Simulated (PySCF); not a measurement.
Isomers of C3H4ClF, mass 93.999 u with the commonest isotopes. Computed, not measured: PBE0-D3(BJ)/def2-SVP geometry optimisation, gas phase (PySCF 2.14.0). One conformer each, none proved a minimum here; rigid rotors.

**Question.** Order these by rotational constant A, smallest first.
A. `[CH2:1]=[CH:2][C@H:3]([F:4])[Cl:5]` with C1–C2–C3–F4 0°
B. `[F:1]/[CH:2]=[CH:3]\[CH2:4][Cl:5]` with C2–C3–C4–Cl5 119°
C. `C/C(Cl)=C\F`

**Answer.** A (7184 MHz), C (7796 MHz), B (11334 MHz).

**Question.** Order these by rotational constant C, largest first.
A. `[CH2:1]=[CH:2][C@H:3]([F:4])[Cl:5]` with C1–C2–C3–F4 0°
B. `Cl/C(=C/F)C`
C. `[F:1]/[CH:2]=[CH:3]\[CH2:4][Cl:5]` with C2–C3–C4–Cl5 119°

**Answer.** A (2183 MHz), B (1883 MHz), C (1665 MHz).

**Question.** Order these by out-of-plane moment Σ m c² = (Ia + Ib − Ic)/2, largest first.
A. `C(/C)(Cl)=C/F`
B. `[F:1]/[CH:2]=[CH:3]\[CH2:4][Cl:5]` with C2–C3–C4–Cl5 119°
C. `[CH2:1]=[CH:2][C@H:3]([F:4])[Cl:5]` with C1–C2–C3–F4 0°

**Answer.** B (14.42 u·Å²), C (11.00 u·Å²), A (1.59 u·Å²).

| SMILES | point group | Ia (u·Å²) | Ib (u·Å²) | Ic (u·Å²) | κ | μa (D) | μb (D) | μc (D) |
| --- | --- | --- | --- | --- | --- | --- | --- | --- |
| C=C[C@H](F)Cl | C1 | 70.35 | 183.20 | 231.55 | -0.77 | 1.39 | 0.80 | 1.15 |
| F/C=C\CCl | C1 | 44.59 | 287.74 | 303.49 | -0.98 | 1.34 | 1.36 | 0.67 |
| C/C(Cl)=C\F | Cs | 64.83 | 206.74 | 268.39 | -0.81 | 0.08 | 0.44 | 0.00 |
